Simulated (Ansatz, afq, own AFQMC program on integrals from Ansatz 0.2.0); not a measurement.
## Atomization energy of AlSiH₃, singlet

| atom | x (Å) | y (Å) | z (Å) |
| --- | --- | --- | --- |
| Si | -1.1719 | 0.0063 | 0.0220 |
| Al | 1.4166 | -0.0076 | -0.0266 |
| H | -1.7486 | 1.3889 | 0.0076 |
| H | -1.7365 | -0.6584 | 1.2401 |
| H | -1.7815 | -0.7021 | -1.1488 |

Connectivity, by distances: SiH3–Al.

Atoms in their ground-state spins without spin–orbit coupling (mostly on UHF) minus the molecule (RHF), without zero-point energy. The geometry is a stationary point, not shown to be a minimum.

Basis cc-pVDZ. Noble-gas cores (and the filled d shells of Ga–Kr and In–Xe) are frozen. Integrals, coupled cluster, full CI and functionals: Ansatz 0.2.0; the random walks run on the same integrals in our own AFQMC program. The CISD trial takes its coefficients from CCSD amplitudes. Released means that phaseless walkers are propagated on without the constraint, phases kept. Uncertainties: one standard error, sampling alone. The errors of all members are added in quadrature.

No full CI on the walks' own integrals is used here; CCSDTQ serves as the reference and is uncertain by about the last step of the cluster series. Each member takes its own surest rung, up to full CI.

The best estimate is CCSD(T) at the basis-set limit (CBS: def2-TZVPP and def2-QZVPP, with their diffuse functions for anions and beside diffuse sets, CCSD(T) itself extrapolated) plus the step from CCSD(T) to CCSDTQ in cc-pVDZ. Rows without CBS are in cc-pVDZ, the functionals in def2-TZVP; B2PLYP and the wave-function rows carry a basis error of their own. Core correlation and relativity beyond core potentials are missing, and ± holds the sampling alone.

Cautions: AlSiH₃ (singlet): restricted determinant unstable towards unrestricted (UHF 28 meV lower, ⟨S²⟩ 0.25), its ph-AFQMC/CISD value lies 15 ± 3 meV above CCSDTQ.

Best estimate: 12.414 eV.

```csv
level,atomization energy (eV),error against the best estimate (eV)
HF,8.981,-3.433
MP2,11.021,-1.393
CCSD,11.226,-1.188
CCSD(T),11.310,-1.104
ph-AFQMC/CISD,11.316 ± 0.003,-1.099 ± 0.003
released AFQMC,11.321 ± 0.004,-1.093 ± 0.004
HF/CBS,9.292,-3.122
MP2/CBS,12.103,-0.311
CCSD(T)/CBS,12.400,-0.014
PBE,12.068,-0.346
r2SCAN,12.215,-0.199
PBE0,12.057,-0.357
B3LYP,12.211,-0.203
wB97M-V,12.388,-0.026
B2PLYP,12.049,-0.365
surest rungs in cc-pVDZ,11.324,-1.090
```

Correlation beyond CCSD(T) adds 0.014 eV. Going to the basis-set limit adds 1.090 eV at CCSD(T). The perturbative (T) step is worth +0.085 eV. The functionals spread over 0.339 eV; wB97M-V comes nearest and B2PLYP is 0.365 eV too low.

Best estimates are given only where the step beyond CCSD(T) is under 0.3 eV and no member's determinant is very poor (T1 over 0.05, or 0.07 for open shells, ⟨S²⟩ too high by 0.3, two states mixed), so the hardest cases are missing from such tables.

The functionals ran in a triple-zeta set and keep a basis error of their own, a few kJ/mol for each bond in atomization energies and more for double hybrids, so close places among them and the extrapolated levels can swap.

Each member of a difference takes its own highest rung, so a best estimate needn't equal the limit plus the step of one row. A walk keeps the symmetry of its determinant, which the program's search chose and which needn't be the lowest solution, so a lower state of the same spin and another symmetry isn't excluded. Released energies are given only where the last usable release times agree within the noise; a slower fall can still hide under it.
